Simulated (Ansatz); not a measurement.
`C#CCOC` → `C#CCO` + `[CH2]` (triplet)  (formal loss of a carbene)

Calculated with Ansatz (gas phase, PBE0-D4/def2-TZVP geometries, no zero-point term in ΔE). CCSD(T)/CBS is the MP2 limit (def2-TZVPP, def2-QZVPP) plus CCSD(T) − MP2 in def2-TZVPP, frozen cores. This one scheme is used for every species. Triplets are unrestricted, without spin–orbit coupling. One conformer a species, not always the lowest.

```csv
species,CCSD(T)/CBS(def2) energy (Eh)
`C#CCOC`,-230.89900
`C#CCO`,-191.65368
`[CH2]` (triplet),-39.09499
```

Task: Work out ΔE.

Result: ΔE = (-191.65368) + (-39.09499) − (-230.89900) = 0.15033 Eh = +394.7 kJ/mol.

Largest T1 diagnostic among the species: 0.012.

From PBE to PBE0 (25 % exact exchange), in def2-TZVPP and without D4, ΔE moves by −9.2 kJ/mol. The D4 term adds +9.9 kJ/mol with B3LYP and +5.4 kJ/mol with PBE0; it sums over pairs of atoms, weighted by their polarisabilities, and B3LYP, whose exchange is more repulsive, gets the larger term.

B3LYP here is the variant with VWN-RPA as its local correlation; programs differ in this.
